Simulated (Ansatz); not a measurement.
A made-up structure of MgBH3O, closed shell:

```
atom    x (Å)    y (Å)    z (Å)
  B1  -1.0191   0.3254  -1.0475
  O2  -0.0081   0.0001  -0.0117
 Mg3   1.3601  -0.4351   1.3969
  H4  -1.0931  -0.4038  -2.1909
  H5  -1.8839   1.3567  -0.8660
  H6   2.6441  -0.8433   2.7192
```

It is relaxed with PBE-D4/def2-SVP and then PBE0-D4/def2-TZVP (Ansatz 0.2.0). Atoms count as bonded within 1.22 times the sum of their covalent radii (H–H: 0.88 Å). The end point is not checked to be a true minimum.

Problem. Does its bonding change? (Judge from chemistry; the calculation decides.)

Solution. The calculation gives: No: no bond forms or breaks.

Where it ends: The first stage lowers the energy by 1.06 eV in 4 steps. It ends as MgBH₃O ([BH2][O][MgH]):
| atom | x (Å) | y (Å) | z (Å) |
| --- | --- | --- | --- |
| B1 | -0.9101 | 0.2903 | -0.9350 |
| O2 | -0.0074 | 0.0004 | -0.0101 |
| Mg3 | 1.2143 | -0.3881 | 1.2475 |
| H4 | -0.9756 | -0.3606 | -1.9561 |
| H5 | -1.6823 | 1.2114 | -0.7738 |
| H6 | 2.3610 | -0.7534 | 2.4275 |

Labels in which every atom is bracketed show which atoms are joined, not bond orders.

For scale, one of the runs: PBE0-D4/def2-TZVP relaxation, 112 basis functions, launched by `ansatz run in.yaml --threads 2 --pin off --events-out ev --progress --plain --max-ram 4352MiB`. Hardware: 2 CPU threads of an Arm Neoverse V1, shared host. Wall time about 7 s.
